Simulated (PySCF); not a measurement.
# C6H8: fields and orbitals

For C6H8, the scripts below localise its valence orbitals, pull one bond apart with RHF, UHF and CASSCF and compute its lowest excited states.

The runs use PySCF 2.14.0; levels as typed in each script, gas phase, geometry from GFN2-xTB.

### Step 1. The starting structure

SMILES `C1=CCC=CC1`, 14 atoms, charge 0, spin multiplicity 1.

Bond lengths: C1–C2 1.321 Å, C1–C6 1.497 Å, C1–H7 1.082 Å, C2–C3 1.496 Å, C2–H8 1.082 Å, C3–C4 1.497 Å, C3–H9 1.097 Å, C3–H10 1.098 Å, C4–C5 1.321 Å, C4–H11 1.082 Å, C5–C6 1.496 Å, C5–H12 1.082 Å, C6–H13 1.097 Å, C6–H14 1.098 Å. Angles: C2–C1–C6 123.7°, C2–C1–H7 120.6°, C6–C1–H7 115.7°, C1–C2–C3 123.7°, C1–C2–H8 120.6°, C3–C2–H8 115.7°, C2–C3–C4 112.5°, C2–C3–H9 109.6°, C2–C3–H10 109.5°, C4–C3–H9 109.5°, C4–C3–H10 109.5°, H9–C3–H10 106.1°, C3–C4–C5 123.7°, C3–C4–H11 115.7°, C5–C4–H11 120.6°, C4–C5–C6 123.7°, C4–C5–H12 120.6°, C6–C5–H12 115.7° and more.

Geometry (Å):

```csv
atom,x (Å),y (Å),z (Å)
C1,-0.6584,1.2455,-0.0009
C2,0.6623,1.2434,0.0007
C3,1.4914,-0.0019,0.0003
C4,0.6584,-1.2455,-0.0009
C5,-0.6623,-1.2434,0.0007
C6,-1.4914,0.0019,0.0003
H7,-1.2075,2.1779,-0.0021
H8,1.2145,2.1740,0.0019
H9,2.1514,-0.0046,0.8768
H10,2.1514,-0.0023,-0.8771
H11,1.2075,-2.1779,-0.0021
H12,-1.2145,-2.1740,0.0019
H13,-2.1514,0.0046,0.8768
H14,-2.1514,0.0023,-0.8771
```

### Step 2. Localised orbitals (HF/def2-svpd)

Contents of input.py:

```python
import numpy as np
from pyscf import gto, scf, dft, lo
from pyscf.data.elements import chemcore

def solve(mol, dm0=None, hcore=None):
    mf = scf.UHF(mol) if mol.spin else scf.RHF(mol)
    mf = mf.density_fit(auxbasis='def2-universal-jkfit')
    mf.conv_tol, mf.max_cycle = 1e-8, 80
    if hcore is not None:
        mf.get_hcore = lambda *args: hcore
    mf.kernel(dm0)
    if not mf.converged:
        mf = mf.newton().run(mf.mo_coeff, mf.mo_occ, max_cycle=30)
    assert mf.converged, 'SCF not converged'
    return mf

mol = gto.M(atom='''
C     -0.65837     1.24548    -0.00091
C      0.66233     1.24338     0.00066
C      1.49144    -0.00189     0.00034
C      0.65837    -1.24548    -0.00091
C     -0.66233    -1.24338     0.00066
C     -1.49144     0.00189     0.00034
H     -1.20754     2.17787    -0.00212
H      1.21448     2.17401     0.00187
H      2.15138    -0.00456     0.87681
H      2.15138    -0.00229    -0.87706
H      1.20754    -2.17787    -0.00212
H     -1.21448    -2.17401     0.00187
H     -2.15138     0.00456     0.87681
H     -2.15138     0.00229    -0.87706
''', basis='def2-svpd', charge=0, spin=0, verbose=4)
mf = solve(mol)
occ_all = mf.mo_coeff[:, mf.mo_occ > 0]
occ = occ_all[:, chemcore(mol):]
loc = lo.ibo.ibo(mol, occ, iaos=lo.iao.iao(mol, occ_all))
fock, s = mf.get_fock(), mf.get_ovlp()
ortho = lo.orth_ao(mol, 'meta_lowdin')
ortho = lo.vec_lowdin(lo.iao.iao(mol, occ_all), s)
labels = lo.iao.reference_mol(mol).ao_labels(fmt=None)
vir = lo.vvo.livvo(mol, occ_all, mf.mo_coeff[:, mf.mo_occ == 0])
both = np.hstack([loc, vir])
p = (ortho.T @ s @ both) ** 2
pop = np.array([p[[l[0] == a for l in labels]].sum(0) for a in range(mol.natm)])
spd = np.array([[p[[l[0] == a and l[2][-1] == k for l in labels]].sum(0) for k in 'spd'] for a in range(mol.natm)])
eps = np.einsum('pi,pq,qi->i', both, fock, both)
for i in np.argsort(eps):
    top = np.argsort(-pop[:, i])[:3]
    print('%3d %s %9.4f Eh ' % (i + 1, 'occ' if i < loc.shape[1] else 'vir', eps[i]), '  '.join('%s%d %.3f' % (mol.atom_symbol(a), a + 1, pop[a, i]) for a in top))
np.savez('result.npz', c=both, nocc=loc.shape[1], pop=pop, spd=spd, eps=eps, e=mf.e_tot)
```

The run is started by

```
$ OMP_NUM_THREADS=1 python input.py
```

### Step 4. Stretching a bond (6-31g*)

Contents of input.py:

```python
import numpy as np
from pyscf import gto, scf, mcscf

mol = gto.M(atom='''
C     -0.65837     1.24548    -0.00091
C      0.66233     1.24338     0.00066
C      1.49144    -0.00189     0.00034
C      0.65837    -1.24548    -0.00091
C     -0.66233    -1.24338     0.00066
C     -1.49144     0.00189     0.00034
H     -1.20754     2.17787    -0.00212
H      1.21448     2.17401     0.00187
H      2.15138    -0.00456     0.87681
H      2.15138    -0.00229    -0.87706
H      1.20754    -2.17787    -0.00212
H     -1.21448    -2.17401     0.00187
H     -2.15138     0.00456     0.87681
H     -2.15138     0.00229    -0.87706
''', basis='6-31g*', charge=0, spin=0, verbose=4)
# stretch the bond between atoms 6 and 14, from long to short, fragments rigid
a, b, move = 5, 13, [13]
xyz = mol.atom_coords(unit='Angstrom')
u = xyz[b] - xyz[a]
r0 = np.linalg.norm(u)
rows, last, dm_u = [], None, None
for r in [3.0, 2.35, 1.93, 1.66, 1.44, 1.28, 1.18, 1.07, 0.98]:
    new = xyz.copy()
    new[move] += u / r0 * (r - r0)
    m = mol.set_geom_(new, unit='Angstrom', inplace=False)
    rhf = scf.RHF(m).density_fit(auxbasis='def2-universal-jkfit').run()
    uhf = scf.UHF(m).density_fit(auxbasis='def2-universal-jkfit').newton()
    if dm_u is None:
        c = rhf.mo_coeff
        h = m.nelectron // 2 - 1
        ca, cb = c.copy(), c.copy()
        ca[:, h], cb[:, h] = (c[:, h] + c[:, h + 1]) / 2**.5, (c[:, h] - c[:, h + 1]) / 2**.5
        dm_u = np.array([x[:, :h + 1] @ x[:, :h + 1].T for x in (ca, cb)])
    uhf.kernel(dm0=dm_u)
    for _ in range(3):
        c, _, stable, _ = uhf.stability(return_status=True)
        if stable:
            break
        uhf.kernel(c, uhf.mo_occ)
    dm_u = uhf.make_rdm1()
    mc = mcscf.CASSCF(rhf, 2, 2)
    mc.natorb = True
    mc.fix_spin_(ss=0)
    guess = mcscf.addons.make_natural_orbitals(uhf)[1] if last is None else mcscf.project_init_guess(mc, last.mo_coeff, last.mol)
    mc.kernel(guess)
    last = mc
    act = slice(mc.ncore, mc.ncore + mc.ncas)
    print('r %.3f  RHF %.6f  UHF %.6f  <S^2> %.3f  CASSCF %.6f  occupations' % (r, rhf.e_tot, uhf.e_tot, uhf.spin_square()[0], mc.e_tot), mc.mo_occ[act].round(4))
    rows.append((new, rhf.e_tot, uhf.e_tot, uhf.spin_square()[0], mc.e_tot, mc.mo_occ[act], mc.mo_coeff[:, act], dm_u[0] - dm_u[1], rhf.converged and uhf.converged and mc.converged))
    np.savez('result.npz', **{k: [row[i] for row in rows] for i, k in enumerate('xyz rhf uhf s2 cas occ c spin ok'.split())})
```

### Step 6. Excited states (CAM-B3LYP/6-31g*)

Contents of input.py:

```python
import numpy as np
from pyscf import gto, scf, dft, tdscf
from pyscf.scf import atom_ks, atom_hf
from scipy.linalg import block_diag

def solve(mol, dm0=None, hcore=None):
    mf = (dft.UKS if mol.spin else dft.RKS)(mol, xc='camb3lyp')
    mf.grids.level = 3
    mf = mf.density_fit(auxbasis='def2-universal-jkfit')
    mf.conv_tol, mf.max_cycle = 1e-8, 80
    if hcore is not None:
        mf.get_hcore = lambda *args: hcore
    mf.kernel(dm0)
    if not mf.converged:
        mf = mf.newton().run(mf.mo_coeff, mf.mo_occ, max_cycle=30)
    assert mf.converged, 'SCF not converged'
    return mf

mol = gto.M(atom='''
C     -0.65837     1.24548    -0.00091
C      0.66233     1.24338     0.00066
C      1.49144    -0.00189     0.00034
C      0.65837    -1.24548    -0.00091
C     -0.66233    -1.24338     0.00066
C     -1.49144     0.00189     0.00034
H     -1.20754     2.17787    -0.00212
H      1.21448     2.17401     0.00187
H      2.15138    -0.00456     0.87681
H      2.15138    -0.00229    -0.87706
H      1.20754    -2.17787    -0.00212
H     -1.21448    -2.17401     0.00187
H     -2.15138     0.00456     0.87681
H     -2.15138     0.00229    -0.87706
''', basis='6-31g*', charge=0, spin=0, verbose=4)
mf = solve(mol)
td = mf.TDDFT()
td.nstates, td.singlet, td.conv_tol = 4, True, 1e-5
td.kernel()
td.analyze()
x, y = np.array([p[0] for p in td.xy]), np.array([p[1] + 0 * p[0] for p in td.xy])
f, mu = td.oscillator_strength(), td.transition_dipole()
nto = [td.get_nto(state=i + 1, verbose=4) for i in range(len(td.e))]
# spherically averaged free atoms, for the promolecule
atm = atom_ks.get_atm_nrks(mol, xc='camb3lyp')
pro = block_diag(*[(atm[a[0]][2] * atm[a[0]][3]) @ atm[a[0]][2].T for a in mol._atom])
np.savez('result.npz', e=td.e, f=f, ok=td.converged, w=[n[0] for n in nto], nto=[n[1] for n in nto], x=x, y=y, c=mf.mo_coeff, occ=mf.mo_occ, eps=mf.mo_energy, pro=pro, mu=mu)
```

(Steps that only read results are left out.)

Q: Predict the outcome of this session. Wanted: lowest singlet excitation.

The runs gave:

```
                                               quantity           value
localised occupied orbitals above −45 eV (HF/def2-svpd)              16
  cost of the stretch to 3.0 Å, CASSCF and RHF (6-31g*)  3.9 and 6.6 eV
           lowest singlet excitation (CAM-B3LYP/6-31g*)         6.61 eV
```

In words: RHF rises too steeply at long distance, since it keeps both electrons in one orbital and so mixes in ionic fragments. The geometry was not optimised at these levels.
